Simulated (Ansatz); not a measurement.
## Molecular dynamics, step by step

CH5NSi (SMILES C[SiH]=N), singlet, PBE0-D4/def2-SVP (Ansatz 0.2.0). Settings (timestep in fs, temperature in K; T counts 18 degrees of freedom):

```yaml
hamiltonian: {xc: pbe0, dispersion: d4}
md: {n_steps: 30, timestep: 1.0, temperature: 1000, ensemble: nve, seed: 836, initial_velocities: maxwell_boltzmann}
```

Start (the SMILES describes the start alone):

C1  (-0.693, 0.828, -0.456)
Si2  (0.683, -0.284, 0.201)
N3  (0.197, -1.691, 0.818)
H4  (-1.233, 0.332, -1.257)
H5  (-0.319, 1.775, -0.840)
H6  (-1.413, 1.045, 0.327)
H7  (1.971, 0.389, 0.001)
H8  (0.809, -2.393, 1.205)
(Å)

```json
{"step": "0", "time (fs)": "0.00", "potential energy less the start (meV)": "0.0", "kinetic energy (meV)": "775.6", "T (K)": "1000"}
{"step": "2", "time (fs)": "2.00", "potential energy less the start (meV)": "75.7", "kinetic energy (meV)": "705.7", "T (K)": "910"}
{"step": "4", "time (fs)": "4.00", "potential energy less the start (meV)": "298.0", "kinetic energy (meV)": "485.0", "T (K)": "625"}
{"step": "6", "time (fs)": "6.00", "potential energy less the start (meV)": "476.5", "kinetic energy (meV)": "311.3", "T (K)": "401"}
{"step": "8", "time (fs)": "8.00", "potential energy less the start (meV)": "404.4", "kinetic energy (meV)": "377.2", "T (K)": "486"}
{"step": "10", "time (fs)": "10.00", "potential energy less the start (meV)": "360.5", "kinetic energy (meV)": "420.2", "T (K)": "542"}
{"step": "12", "time (fs)": "12.00", "potential energy less the start (meV)": "458.2", "kinetic energy (meV)": "320.9", "T (K)": "414"}
{"step": "14", "time (fs)": "14.00", "potential energy less the start (meV)": "620.2", "kinetic energy (meV)": "168.4", "T (K)": "217"}
{"step": "16", "time (fs)": "16.00", "potential energy less the start (meV)": "486.8", "kinetic energy (meV)": "292.6", "T (K)": "377"}
{"step": "18", "time (fs)": "18.00", "potential energy less the start (meV)": "457.5", "kinetic energy (meV)": "323.9", "T (K)": "418"}
{"step": "20", "time (fs)": "20.00", "potential energy less the start (meV)": "488.5", "kinetic energy (meV)": "296.3", "T (K)": "382"}
{"step": "22", "time (fs)": "22.00", "potential energy less the start (meV)": "399.3", "kinetic energy (meV)": "384.7", "T (K)": "496"}
{"step": "24", "time (fs)": "24.00", "potential energy less the start (meV)": "242.7", "kinetic energy (meV)": "540.1", "T (K)": "696"}
{"step": "26", "time (fs)": "26.00", "potential energy less the start (meV)": "115.1", "kinetic energy (meV)": "662.1", "T (K)": "854"}
{"step": "28", "time (fs)": "28.00", "potential energy less the start (meV)": "248.4", "kinetic energy (meV)": "535.3", "T (K)": "690"}
{"step": "30", "time (fs)": "30.00", "potential energy less the start (meV)": "369.8", "kinetic energy (meV)": "414.4", "T (K)": "534"}
```

Step 4, positions (Å) and forces (eV/Å):

```
atom       x       y       z      Fx      Fy      Fz
  C1  -0.685   0.834  -0.452  -0.416   0.296  -0.988
 Si2   0.663  -0.287   0.217   2.072   1.652  -1.397
  N3   0.226  -1.665   0.800  -0.522  -1.535   0.827
  H4  -1.246   0.335  -1.282   0.438  -0.307   0.395
  H5  -0.376   1.791  -0.968  -0.105  -0.544   1.093
  H6  -1.470   0.933   0.330   0.427   0.464  -0.184
  H7   2.227   0.190  -0.074  -1.887  -0.323   0.361
  H8   0.724  -2.459   1.194  -0.007   0.297  -0.107
```

Step 18, positions (Å) and forces (eV/Å):

```csv
atom,x,y,z,Fx,Fy,Fz
C1,-0.683,0.830,-0.474,-0.366,-0.447,1.352
Si2,0.652,-0.251,0.224,1.498,-2.241,0.008
N3,0.248,-1.694,0.804,-1.123,2.384,-0.645
H4,-1.033,0.112,-1.242,-0.376,0.773,-0.149
H5,-0.429,1.837,-0.772,0.411,0.288,-0.799
H6,-1.452,0.988,0.323,0.164,-0.537,-0.495
H7,2.143,-0.159,-0.256,-0.986,0.725,0.252
H8,0.599,-2.541,1.158,0.778,-0.946,0.476
```

Step 24, positions (Å) and forces (eV/Å):

| atom | x | y | z | Fx | Fy | Fz |
| --- | --- | --- | --- | --- | --- | --- |
| C1 | -0.682 | 0.822 | -0.457 | 0.389 | 0.584 | -0.460 |
| Si2 | 0.661 | -0.259 | 0.222 | 1.436 | -1.280 | -0.709 |
| N3 | 0.217 | -1.696 | 0.815 | 0.641 | -0.234 | 0.415 |
| H4 | -1.060 | 0.244 | -1.323 | -0.080 | 0.166 | 0.124 |
| H5 | -0.313 | 1.814 | -0.839 | -0.325 | -0.696 | 0.438 |
| H6 | -1.490 | 0.927 | 0.274 | -0.162 | 0.148 | -0.009 |
| H7 | 2.126 | 0.139 | -0.371 | -1.416 | -0.235 | 0.804 |
| H8 | 0.719 | -2.548 | 1.174 | -0.483 | 1.546 | -0.603 |

Last step (30):

```
atom    x (Å)    y (Å)    z (Å)
  C1  -0.6769   0.8179  -0.4444
 Si2   0.6817  -0.2838   0.2126
  N3   0.1892  -1.6794   0.8264
  H4  -1.1189   0.4170  -1.3730
  H5  -0.2418   1.7255  -0.8297
  H6  -1.5505   0.9049   0.2107
  H7   1.7910   0.4172  -0.2761
  H8   0.8707  -2.3753   1.1331
```

The run took about 66 s on 2 CPU threads of an Intel Xeon (shared host).
